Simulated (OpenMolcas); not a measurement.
**CH4OSi (SMILES CO[SiH]): a chain of runs**

Wanted: the energy (HF/ANO-R0), then the energy (CASSCF(2,2)/ANO-R1), then an energy scan (CASPT2(2,2)/ANO-R1), then an energy scan (SC-NEVPT2(2,2)/ANO-R1), then an energy scan (MC-PDFT[tPBE](2,2)/ANO-R1) of CH4OSi. 

The results are computed with OpenMolcas 26.06.

## Step 1: The system as given

CH4OSi has 7 atoms, charge 0, and is taken as a singlet. As SMILES, `CO[SiH]`. The shape is that of a PBE0-D4/def2-TZVP optimisation. This is one conformer, not always the lowest.

Bond lengths: C1–O2 1.410 Å, O2–Si3 1.639 Å, C1–H4 1.092 Å, C1–H5 1.095 Å, C1–H6 1.092 Å, Si3–H7 1.552 Å. Angles: C1–O2–Si3 130.6°, O2–C1–H4 109.2°, O2–C1–H5 110.9°, O2–C1–H6 109.2°, O2–Si3–H7 97.1°, H4–C1–H5 109.5°, H4–C1–H6 108.5°, H5–C1–H6 109.5°.

## Step 2: The energy at HF/ANO-R0 (sfX2C) (run 1)

File geom.xyz:

```xyz
7

C     -0.512400     0.485500    -0.338500
O     -0.443200    -0.446500     0.717600
Si     0.796900    -1.387300     1.229900
H     -1.296400     0.180800    -1.035500
H      0.443800     0.547500    -0.868700
H     -0.769300     1.467500     0.065400
H      1.841700    -0.915600     0.184100
```

File step1.inp:

```
&GATEWAY
  COORD
  geom.xyz
  BASIS
  ANO-R0
  GROUP
  NoSym

&SEWARD

&SCF
  PRORBITALS
  0

&LOCALISATION
  OCCUPIED
  FREEZE
  PIPEK-MEZEY

&LOCALISATION
  FILEORB
  $Project.LocOrb
  VIRTUAL
  PIPEK-MEZEY
```

Command:

```console
export MOLCAS_MEM=1860
pymolcas step1.inp > step1.log
```

The program printed:

```text
--- Start Module: gateway ---
[...]
--- Stop Module: gateway /rc=_RC_ALL_IS_WELL_ ---
[...]
      Basis functions           23
[...]
       Convergence after  12 Iterations
[...]
::    Total SCF energy                               -404.1296258058
[...]
      Total spin, S                                     0.0000000000
[...]
      Total electronic charge=   32.000000
      Total            charge=   -0.000000
[...]
      Dipole Moment (debye):
      Origin of the operator (angstrom)=    0.1546   -0.6473    0.6693
                   X= -1.9257E+00               Y=  8.5951E-01               Z= -9.2344E-02           Total=  2.1108E+00
      Quadrupole Moment (debye*angstrom):
[...]
--- Start Module: localisation ---
[...]
--- Stop Module: localisation /rc=_RC_ALL_IS_WELL_ ---
--- Start Module: localisation ---
[...]
--- Stop Module: localisation /rc=_RC_ALL_IS_WELL_ ---
[...]
```

It took 7.2 s on 1 thread of AMD EPYC 7R43 (Zen 3), shared host; peak memory 0.38 GiB.

## Step 3: The energy at CASSCF(2,2)/ANO-R1 (sfX2C) (run 2)

geom.xyz is that of step 2.

File step2.input:

```
* CH4OSi CASSCF
>>> EXPORT MOLCAS_PRINT=2

&GATEWAY
 COORD=geom.xyz
 BASIS=ANO-R0
 GROUP=NoSym

&SEWARD

&RASSCF
 FILEORB=$CurrDir/step1.LocOrb
 ALTER=2
 1 13 16
 1 17 18
 SPIN=1
 NACTEL=2 0 0
 INACTIVE=15
 RAS2=2
 ORBLISTING=Nothing
>>> COPY $Project.RunFile RUNFIL1
>>> COPY $Project.RasOrb INPORB

&GATEWAY
 COORD=geom.xyz
 BASIS=ANO-R1
 GROUP=NoSym

&SEWARD
>>> COPY $Project.RunFile RUNFIL2

&EXPBAS

&RASSCF
 FILEORB=$Project.ExpOrb
 SPIN=1
 NACTEL=2 0 0
 INACTIVE=15
 RAS2=2
 ORBLISTING=Nothing
```

Command:

```console
export MOLCAS_MEM=1860
pymolcas step2.input > step2.log
```

The program printed:

```text
--- Start Module: gateway ---
[...]
--- Stop Module: gateway /rc=_RC_ALL_IS_WELL_ ---
[...]
      Basis functions           23
[...]
      Number of active orbitals                  2
[...]
      Spin quantum number                      0.0
[...]
      Active orbitals                            2
[...]
      Number of CSFs                             3
[...]
      Number of root(s) required                 1
[...]
      Convergence after 13 iterations
[...]
      printout of CI-coefficients larger than  0.05 for root  1
      energy=    -404.136662
      conf/sym  11     Coeff  Weight
             1  20   0.99484 0.98970
             3  02  -0.10148 0.01030
      Natural orbitals and occupation numbers for root  1
      sym 1:   1.979405   0.020595
      ************************************************************************************************************************
      *                                                    Final results                                                     *
[...]
::    RASSCF root number  1 Total energy:   -404.13666245
[...]
      Basis functions           66
[...]
--- Start Module: expbas ---
[...]
--- Stop Module: expbas /rc=_RC_ALL_IS_WELL_ ---
--- Start Module: rasscf ---
[...]
      Convergence after 17 iterations
[...]
      Natural orbitals and occupation numbers for root  1
      sym 1:   1.979381   0.020619
      ************************************************************************************************************************
      *                                                    Final results                                                     *
[...]
::    RASSCF root number  1 Total energy:   -404.69783614
[...]
      Total electronic charge=   32.000000
      Total            charge=   -0.000000
[...]
      Dipole Moment (debye):
      Origin of the operator (angstrom)=    0.1546   -0.6473    0.6693
                   X=  2.6334E-01               Y=  1.0636E+00               Z= -1.3672E+00           Total=  1.7521E+00
      Quadrupole Moment (debye*angstrom):
[...]
--- Stop Module: rasscf /rc=_RC_ALL_IS_WELL_ ---
[...]
```

Run time: 25 s. Hardware: 1 thread of AMD EPYC 7R43 (Zen 3), shared host; peak memory 0.41 GiB.

## Step 4: The energy along one coordinate at CASPT2(2,2)/ANO-R1 (sfX2C, ipea shift 0.25 Eh, pt2 variant SS) (run 3)

File step3.inp:

```
>>> COPY $CurrDir/step2.RasOrb $Project.RasOrb
>>> ForEach K in (1, 2, 3, 4, 5, 6, 7, 8, 9)

&GATEWAY
  COORD
  $CurrDir/point$K.xyz
  BASIS
  ANO-R1
  GROUP
  NoSym

&SEWARD

&RASSCF
  FILEORB
  $Project.RasOrb
  SPIN
  1
  NACTEL
  2 0 0
  INACTIVE
  15
  RAS2
  2
  ORBLISTING
  Nothing

&CASPT2
  IMAGINARY
  0.2
  FROZEN
  7
>>> EndDo
```

Command:

```console
export MOLCAS_MEM=1860
pymolcas step3.inp > step3.log
```

The program printed (excerpt; [...] marks lines left out):

```text
[...]
      Basis functions           66
[...]
      Number of active orbitals                  2
[...]
      Spin quantum number                      0.0
[...]
      Active orbitals                            2
[...]
      Number of CSFs                             3
[...]
      Number of root(s) required                 1
[...]
      Convergence after 11 iterations
[...]
      Natural orbitals and occupation numbers for root  1
      sym 1:   1.985707   0.014293
      ************************************************************************************************************************
      *                                                    Final results                                                     *
[...]
::    RASSCF root number  1 Total energy:   -404.68974730
[...]
      E2 (Variational):          -0.4107439244
[...]
::    CASPT2 Root  1     Total energy:   -405.10049123
[...]
      Convergence after 11 iterations
[...]
      Natural orbitals and occupation numbers for root  1
      sym 1:   1.979365   0.020635
      ************************************************************************************************************************
      *                                                    Final results                                                     *
[...]
      Convergence after 14 iterations
[...]
      Natural orbitals and occupation numbers for root  1
      sym 1:   1.832574   0.167426
      ************************************************************************************************************************
      *                                                    Final results                                                     *
[...]
      Convergence after 14 iterations
[...]
      Natural orbitals and occupation numbers for root  1
      sym 1:   1.676500   0.323500
      ************************************************************************************************************************
      *                                                    Final results                                                     *
[...]
      Convergence after 13 iterations
[...]
::    RASSCF root number  1 Total energy:   -404.59056465
[...]
::    CASPT2 Root  1     Total energy:   -404.99593808
[...]
      Convergence after 12 iterations
[...]
::    RASSCF root number  1 Total energy:   -404.58548224
[...]
      E2 (Variational):          -0.4038191039
[...]
::    CASPT2 Root  1     Total energy:   -404.98930135
[...]
```

It took 2.4 min on 1 thread of AMD EPYC 7R43 (Zen 3), shared host; peak memory 0.42 GiB.

The scan, from its lowest point:

```
H7–Si3 (Å)  energy (kJ/mol)
     1.397             20.0
     1.552              0.0
     1.707             11.1
     1.940             52.3
     2.250            117.7
     2.638            190.0
     3.103            251.9
     3.724            294.5
     4.655            312.0
```

## Step 5: An energy scan at SC-NEVPT2(2,2)/ANO-R1 (sfX2C, pt2 variant SC-NEVPT2) (run 4)

File step4.input:

```
>>> COPY $CurrDir/step2.RasOrb $Project.RasOrb
>>> ForEach K in (1, 2, 3, 4, 5, 6, 7, 8, 9)

&GATEWAY
 Coord
 $CurrDir/point$K.xyz
 Basis
 ANO-R1
 Group
 NoSym

&SEWARD

&RASSCF
 FileOrb
 $Project.RasOrb
 Spin
 1
 Nactel
 2 0 0
 Inactive
 15
 Ras2
 2
 OrbListing
 Nothing

&CASPT2
 SC-NEVPT2
 Frozen
 7
>>> EndDo
```

Command:

```console
export MOLCAS_MEM=1860
pymolcas step4.input > step4.log
```

The program printed (excerpt; [...] marks lines left out):

```text
[...]
      Basis functions           66
[...]
      Number of active orbitals                  2
[...]
      Spin quantum number                      0.0
[...]
      Active orbitals                            2
[...]
      Number of CSFs                             3
[...]
      Number of root(s) required                 1
[...]
      Convergence after 11 iterations
[...]
      Natural orbitals and occupation numbers for root  1
      sym 1:   1.985707   0.014293
      ************************************************************************************************************************
      *                                                    Final results                                                     *
[...]
::    RASSCF root number  1 Total energy:   -404.68974730
[...]
      E2 (Variational):          -0.4061284888
[...]
::    SC-NEVPT2 Root  1     Total energy:   -405.09585253
[...]
      Convergence after 11 iterations
[...]
      Natural orbitals and occupation numbers for root  1
      sym 1:   1.979365   0.020635
      ************************************************************************************************************************
      *                                                    Final results                                                     *
[...]
      Convergence after 14 iterations
[...]
      Natural orbitals and occupation numbers for root  1
      sym 1:   1.832574   0.167426
      ************************************************************************************************************************
      *                                                    Final results                                                     *
[...]
      Convergence after 14 iterations
[...]
      Natural orbitals and occupation numbers for root  1
      sym 1:   1.676500   0.323500
      ************************************************************************************************************************
      *                                                    Final results                                                     *
[...]
      Convergence after 13 iterations
[...]
::    RASSCF root number  1 Total energy:   -404.59056465
[...]
::    SC-NEVPT2 Root  1     Total energy:   -404.99556141
[...]
      Convergence after 12 iterations
[...]
::    RASSCF root number  1 Total energy:   -404.58548224
[...]
      E2 (Variational):          -0.4040542292
[...]
::    SC-NEVPT2 Root  1     Total energy:   -404.98953647
[...]
```

It took 2.4 min on 1 thread of AMD EPYC 7R43 (Zen 3), shared host; peak memory 0.42 GiB.

The scan, from its lowest point:

```csv
H7–Si3 (Å),energy (kJ/mol)
1.397,20.7
1.552,0.0
1.707,10.4
1.940,50.6
2.250,114.2
2.638,184.3
3.103,243.7
3.724,284.0
4.655,299.8
```

## Step 6: An energy scan at MC-PDFT[tPBE](2,2)/ANO-R1 (sfX2C) (run 5)

File step5.input:

```
* CH4OSi MC-PDFT
>>> COPY $CurrDir/step2.RasOrb $Project.RasOrb
>>> ForEach K in (1, 2, 3, 4, 5, 6, 7, 8, 9)

&GATEWAY
 COORD = $CurrDir/point$K.xyz
 BASIS = ANO-R1
 GROUP = NoSym

&SEWARD

&RASSCF
 FILEORB = $Project.RasOrb
 SPIN = 1
 NACTEL = 2 0 0
 INACTIVE = 15
 RAS2 = 2
 ORBLISTING = Nothing

&MCPDFT
 KSDFT = T:PBE
>>> EndDo
```

Command:

```console
export MOLCAS_MEM=1860
pymolcas step5.input > step5.log
```

The program printed (excerpt; [...] marks lines left out):

```text
--- Start Module: gateway ---
[...]
      Basis functions           66
[...]
      Number of active orbitals                  2
[...]
      Spin quantum number                      0.0
[...]
      Active orbitals                            2
[...]
      Number of CSFs                             3
[...]
      Number of root(s) required                 1
[...]
      Convergence after 11 iterations
[...]
      Natural orbitals and occupation numbers for root  1
      sym 1:   1.985707   0.014293
      ************************************************************************************************************************
      *                                                    Final results                                                     *
[...]
::    RASSCF root number  1 Total energy:   -404.68974730
[...]
::    MCPDFT root number  1 Total energy:   -405.60228397
[...]
      Convergence after 11 iterations
[...]
      Natural orbitals and occupation numbers for root  1
      sym 1:   1.979365   0.020635
      ************************************************************************************************************************
      *                                                    Final results                                                     *
[...]
      Convergence after 14 iterations
[...]
      Natural orbitals and occupation numbers for root  1
      sym 1:   1.832574   0.167426
      ************************************************************************************************************************
      *                                                    Final results                                                     *
[...]
      Convergence after 14 iterations
[...]
      Natural orbitals and occupation numbers for root  1
      sym 1:   1.676500   0.323500
      ************************************************************************************************************************
      *                                                    Final results                                                     *
[...]
      Convergence after 13 iterations
[...]
::    RASSCF root number  1 Total energy:   -404.59056465
[...]
::    MCPDFT root number  1 Total energy:   -405.49671146
[...]
      Convergence after 12 iterations
[...]
::    RASSCF root number  1 Total energy:   -404.58548224
[...]
      Total electronic charge=   32.000000
      Total            charge=   -0.000000
[...]
::    MCPDFT root number  1 Total energy:   -405.48924177
[...]
```

Wall time 2.6 min (1 thread of AMD EPYC 7R43 (Zen 3), shared host); peak memory 0.42 GiB.

The scan, from its lowest point:

```
H7–Si3 (Å)  energy (kJ/mol)
     1.397             22.7
     1.552              0.0
     1.707              8.6
     1.940             47.2
     2.250            110.6
     2.638            182.4
     3.103            247.9
     3.724            299.8
     4.655            319.5
```

## Step 7: Outcome

| quantity | value |
| --- | --- |
| run 1, HF/ANO-R0: total energy | -404.12963 Eh |
| run 1, HF/ANO-R0: dipole moment | 2.11 D |
| run 1, HF/ANO-R0: HOMO energy | -9.45 eV |
| run 1, HF/ANO-R0: LUMO energy | 1.10 eV |
| run 1, HF/ANO-R0: HOMO–LUMO gap | 10.55 eV |
| run 2, CASSCF(2,2)/ANO-R1: total energy | -404.69784 Eh |
| run 2, CASSCF(2,2)/ANO-R1: dipole moment (CASSCF density) | 1.75 D |
| run 3, CASPT2(2,2)/ANO-R1: lowest energy of the scan | -405.10812 Eh |
| run 4, SC-NEVPT2(2,2)/ANO-R1: lowest energy of the scan | -405.10374 Eh |
| run 5, MC-PDFT[tPBE](2,2)/ANO-R1: lowest energy of the scan | -405.61092 Eh |
